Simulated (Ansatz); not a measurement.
A rate constant, worked out

An elementary step of AlH3O2, singlet (AlH₃O₂ ([OH][AlH][OH]) → AlHO ([OH][Al]) + H₂O (still joined by a long Al–O bond); Al–O, Al–H broken or loosened, O–H formed or tightened). The start structure is the reactant molecule, and the electronic barrier above it is 3.187 eV by CCSD(T) at an estimated basis limit (MP2 extrapolated from triple and quadruple zeta, plus CCSD(T) − MP2 in triple zeta). Program: Ansatz 0.2.0. Basis: def2-TZVPP and def2-QZVPP. Cores are frozen in the correlated methods. Extrapolation: Hartree–Fock as exp(−7.88 √X), correlation as X^−2.97. Harmonic wavenumbers at PBE0-D4/def2-TZVP (Ansatz 0.2.0), in cm⁻¹:

Start: 236, 335, 374, 506, 570, 632, 691, 801, 931, 1982, 3960, 3968.

Saddle: 1480i, 190, 229, 260, 325, 483, 602, 782, 861, 1717, 3705, 3945.

**Question.** Work out the transition-state-theory rate constant at 500 K from these numbers alone (harmonic vibrations; rotation, path degeneracy and anharmonicity left out), and the Wigner tunnelling factor. Use 1 cm⁻¹ = 1.2398 × 10⁻⁴ eV and k_B = 8.617 × 10⁻⁵ eV/K.

**Answer.** Zero-point energies, half the sums: start 14986/2 cm⁻¹ = 0.9290 eV; saddle, real modes only, 13099/2 cm⁻¹ = 0.8120 eV.
Barrier with zero-point energy: 3.187 + 0.8120 − 0.9290 = 3.0700 eV.
k_BT = 0.04309 eV, so the barrier is 71.25 k_BT.
Vibrational partition functions from the zero-point level, ln q = −Σ ln(1 − exp(−hν/k_BT)): start 2.589, saddle 3.420.
k = (k_BT/h) exp(ln q‡ − ln q) exp(−E0/k_BT), with log₁₀(k_BT/h in s⁻¹) = 13.02: log₁₀ k = 13.02 + (0.831 − 71.25)/2.3026 = -17.56, so k ≈ 3 × 10^(-18) s⁻¹.
Wigner factor: 1 + (hν‡/k_BT)²/24 = 1 + (4.26)²/24 = 1.76, too large for this simple formula to be trusted. A change of 1 kcal/mol (0.043 eV) in the barrier would change k by a factor of 2.7 at this temperature.

No T1 diagnostic of these runs exceeds 0.018. The restricted Hartree–Fock reference is unstable towards an unrestricted one at one or more of these structures.

Labels in which every atom is bracketed show which atoms are joined, not bond orders.

For scale, one of the runs: CCSD(T)/def2-TZVPP, 146 basis functions, launched by `ansatz run in.yaml --threads 2 --pin off --events-out ev --progress --plain --max-ram 4352MiB`. Hardware: 2 CPU threads of an Intel Xeon Platinum 8259CL, shared host. Wall time 16 s; peak host memory 0.91 GiB.
